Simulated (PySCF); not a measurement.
**Field gradients at the hydrogen positions**

Species: C₂H₇PS.
Z-matrix (Å and degrees, PBE0-D3(BJ)/def2-TZVP geometry), rows numbered from 1:
```
C 
P   1  1.8092
C   2  1.8086  1  105.23
S   2  1.9324  1  115.47  3  -128.59
H   1  1.0919  2  111.26  3   -50.24
H   1  1.0902  2  108.59  3  -171.27
H   1  1.0911  2  108.49  3    70.96
H   2  1.4157  1  101.85  3   106.03
H   3  1.0901  2  108.55  1   174.08
H   3  1.0911  2  108.51  1   -68.11
H   3  1.0924  2  111.27  1    53.00
```

Level: PBE0/pcSseg-2 (PySCF, non-relativistic); Q(2H) = 0.00286 b; rigid geometry, the same for H and D, with no vibrational averaging.

Problem. Give the electric field gradient Vzz (the principal value of largest size), its asymmetry and the 2H coupling at each hydrogen.

Solution. 
```json
{"atom": "H5", "bonded to": "C1", "bond length (Å)": "1.092", "Vzz (au)": "0.2864", "η": "0.01", "χzz (kHz)": "192"}
{"atom": "H6", "bonded to": "C1", "bond length (Å)": "1.090", "Vzz (au)": "0.2866", "η": "0.01", "χzz (kHz)": "193"}
{"atom": "H7", "bonded to": "C1", "bond length (Å)": "1.091", "Vzz (au)": "0.2856", "η": "0.01", "χzz (kHz)": "192"}
{"atom": "H8", "bonded to": "P2", "bond length (Å)": "1.416", "Vzz (au)": "0.1644", "η": "0.01", "χzz (kHz)": "110"}
{"atom": "H9", "bonded to": "C3", "bond length (Å)": "1.090", "Vzz (au)": "0.2867", "η": "0.01", "χzz (kHz)": "193"}
{"atom": "H10", "bonded to": "C3", "bond length (Å)": "1.091", "Vzz (au)": "0.2858", "η": "0.01", "χzz (kHz)": "192"}
{"atom": "H11", "bonded to": "C3", "bond length (Å)": "1.092", "Vzz (au)": "0.2857", "η": "0.01", "χzz (kHz)": "192"}
```

Problem. Average by the element that carries the hydrogen.

Solution. on C: 192 kHz over 6 positions, mean bond length 1.091 Å; on P: 110 kHz over 1 position, mean bond length 1.416 Å.

Geometry: PBE0-D3(BJ)/def2-TZVP; no solvent, vibrations or thermal averaging.
